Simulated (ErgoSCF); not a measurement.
# H3S+ (sulfonium) at KT3/Turbomole-SVP

What is the energy difference between two shapes of H3S+ (sulfonium) at KT3/Turbomole-SVP? 

Program for the calculation: ErgoSCF 3.8.

9 further runs of the same task are left out: 3 that didn't finish, 6 set aside as unsound or not needed.

### 1 Starting point

H3S+: 4 atoms, total charge +1, spin state singlet. As SMILES, `[SH3+]`. The shape is that of a GFN2-xTB optimisation.

Bond lengths: S1–H2 1.356 Å, S1–H3 1.355 Å, S1–H4 1.355 Å. Angles: H2–S1–H3 93.7°, H2–S1–H4 93.7°, H3–S1–H4 93.7°.

### 2 A single-point energy at KT3/Turbomole-SVP

mol.xyz

```xyz
4
H3S
S      0.301620    -0.100910    -0.445950
H      0.848020     0.280920     0.734350
H     -0.494150    -1.037930     0.125030
H     -0.655500     0.857920    -0.413440
```

Started as:

```console
$ ergo -m mol.xyz -e 'set_nthreads(1)' -e 'scf.use_diagonalization = 1' -e 'scf.max_number_of_iterations = 80' -e 'charge = 1' -e 'tmpdir = "."' -e 'XC.type = "LMG"' -e 'basis = "Turbomole-SVP"' -e 'scf.output_mulliken_pop = 1' -e 'run "KT3"'
```

The program printed (excerpt; [...] marks lines left out):

```text
[...]
INDF Weighted mixed functional:
[...]
INSC Energy   1 =       -181.62154903356
[...]
INDE E_LUMO =         -0.29105471697
[...]
INSC Energy  13 =       -402.37492507646  ( diff      0.000000000000057 )
[...]
RESC CONVERGED after  13 iterations.
RESC FINAL ENERGY:       -402.37492507646
[...]
INSC SCF: dipole_moment_x [atomic units] =       0.06205798
INSC SCF: dipole_moment_y [atomic units] =      -0.02077741
INSC SCF: dipole_moment_z [atomic units] =      -0.09162971
[...]
```

Run time: 1.2 s. Hardware: 1 thread of Arm Neoverse V2, shared host; peak memory 0.26 GiB.

### 3 The distorted shape at the same level

molecule.xyz

```xyz
4

S      0.422296    -0.097990    -0.449380
H      0.900466     0.267481     0.876046
H     -0.469793    -1.010147    -0.098014
H     -0.613708     1.032433    -0.388360
```

Started as:

```console
$ ergo -m molecule.xyz -e 'set_nthreads(1)' -e 'tmpdir = "."' -e 'basis = "Turbomole-SVP"' -e 'charge = 1' -e 'scf.max_number_of_iterations = 80' -e 'XC.type = "LMG"' -e 'scf.use_diagonalization = 1' -e 'scf.output_mulliken_pop = 1' -e 'run "KT3"'
```

The program printed (excerpt; [...] marks lines left out):

```text
[...]
INDF Weighted mixed functional:
[...]
INSC Energy   1 =       -180.81150217126
[...]
INDE E_LUMO =         -0.33231756067
[...]
INSC Energy  14 =       -402.35862249627  ( diff     -0.000000000001251 )
[...]
RESC CONVERGED after  14 iterations.
RESC FINAL ENERGY:       -402.35862249627
[...]
INSC SCF: dipole_moment_x [atomic units] =       0.17941394
INSC SCF: dipole_moment_y [atomic units] =       0.07279499
INSC SCF: dipole_moment_z [atomic units] =      -0.08705815
[...]
```

Run time: 1.3 s. Hardware: 1 thread of Arm Neoverse V2, shared host; peak memory 0.26 GiB.

### 4 What came out

At KT3/Turbomole-SVP:

```
                              quantity          value
             first shape: total energy  -402.37493 Eh
         distorted shape: total energy  -402.35862 Eh
energy change with the atoms displaced       0.444 eV
```

**Reading.** With the atoms displaced the energy rises by 0.44 eV (42.8 kJ/mol). The first shape isn't relaxed at this level, so the change isn't measured from a minimum. Mulliken charges (first shape) run from +0.19 on H4 to +0.44 on S1. Mulliken charges (distorted shape) run from +0.18 on H3 to +0.35 on S1; they depend strongly on the basis.
